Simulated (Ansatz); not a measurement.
Start from `NC1(F)CO1` and change one atom or group to get `FC1(F)CO1`.

Ansatz, PBE0-D4/def2-TZVP geometries, multiplicity 1. Each molecule was computed in one conformer, which needn't be the lowest.

```
                                      property  `NC1(F)CO1`
            LUMO energy (PBE0/def2-TZVPP) / eV         1.13
           HOMO energy (B3LYP/def2-TZVPP) / eV        -7.90
             HOMO energy (PBE/def2-TZVPP) / eV        -6.51
             LUMO energy (PBE/def2-TZVPP) / eV         0.29
size of the dipole moment (PBE/def2-TZVPP) / D         1.85
            HOMO energy (PBE0/def2-TZVPP) / eV        -8.15
```

Problem. Give the same properties after the change, and the shifts. (Estimate.)

Solution. Computed: 
| property | `FC1(F)CO1` | shift |
| --- | --- | --- |
| LUMO energy (PBE0/def2-TZVPP) / eV | 1.15 | 0.02 |
| HOMO energy (B3LYP/def2-TZVPP) / eV | -9.15 | -1.25 |
| HOMO energy (PBE/def2-TZVPP) / eV | -7.63 | -1.12 |
| LUMO energy (PBE/def2-TZVPP) / eV | 0.04 | -0.25 |
| size of the dipole moment (PBE/def2-TZVPP) / D | 2.20 | 0.35 |
| HOMO energy (PBE0/def2-TZVPP) / eV | -9.42 | -1.27 |

Dipoles are sizes alone; their direction can turn.

B3LYP here is the variant with VWN-RPA as its local correlation; programs differ in this.
